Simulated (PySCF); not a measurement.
## Working out the ionisation energy of Ar

Ar [Ar] (1S) → Ar⁺ [Ne] 3s2 3p5 (2P). All numbers are calculated (PySCF 2.14, no relativity, point nucleus, in pcseg-2 (5s4p2d1f, 34 functions)). Frozen: [Ne]. Energies in hartree (1 hartree = 27.21139 eV):

```csv
part,Ar (lower),Ar⁺ (upper)
UHF,-526.805718,-526.269096
CCSD correlation,-0.211446,-0.179470
(T),-0.005604,-0.004539
```

Q: What does Hartree-Fock give?

A: (-526.269096) − (-526.805718) = 0.536622 hartree = 14.602 eV.

Q: What do CCSD and CCSD(T) give?

A: The CCSD correlation energies differ by 0.031976 hartree = 0.870 eV and the triples by 0.001065 hartree = 0.029 eV, so CCSD gives 15.472 eV and CCSD(T) 15.501 eV.

Measured between the centres of the two terms (NIST): 15.819 eV, so CCSD(T) (valence) is off by -0.318 eV.

What remains against the reference includes basis incompleteness, the frozen core and higher excitations.
